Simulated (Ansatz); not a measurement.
AlPO4 (P3₂21, No. 154), treated with LDA (Ansatz, a first-principles code, PAW).

Run with plane-wave cutoff 520 eV, 6×6×4 k mesh (along the axes of the cell as run), scalar-relativistic PAW data made under PBE.

Computed at the level's own relaxed cell.

```
AlO4P
1.0
    4.88362     0.00000     0.00000
   -2.44181     4.22934     0.00000
    0.00000     0.00000    10.84593
Al P O
3 3 12
Direct
  0.46131   0.00000   0.16667
  0.00000   0.46131   0.83333
  0.53869   0.53869   0.50000
  0.46038   0.00000   0.66667
  0.00000   0.46038   0.33333
  0.53962   0.53962   0.00000
  0.41494   0.30135   0.10582
  0.30135   0.41494   0.89418
  0.69865   0.11360   0.77248
  0.58506   0.88640   0.56085
  0.88640   0.58506   0.43915
  0.11360   0.69865   0.22752
  0.41084   0.26660   0.61983
  0.26660   0.41084   0.38017
  0.73340   0.14424   0.28650
  0.58916   0.85576   0.04684
  0.85576   0.58916   0.95316
  0.14424   0.73340   0.71350
```

**Question.** Give the elastic tensor (Voigt notation, GPa, ions relaxed, in the Cartesian axes of the cell as printed).

**Answer.** 
```
   59.6    12.7    12.1   -12.1     0.0     0.0
   12.7    59.6    12.1    12.1     0.0     0.0
   12.1    12.1    85.4     0.0     0.0     0.0
  -12.1    12.1     0.0    39.1     0.0     0.0
    0.0     0.0     0.0     0.0    39.1   -12.1
    0.0     0.0     0.0     0.0   -12.1    23.4
```

Note: the relaxation could not lower the start's symmetry, so the cell can be a saddle point above a distorted one.
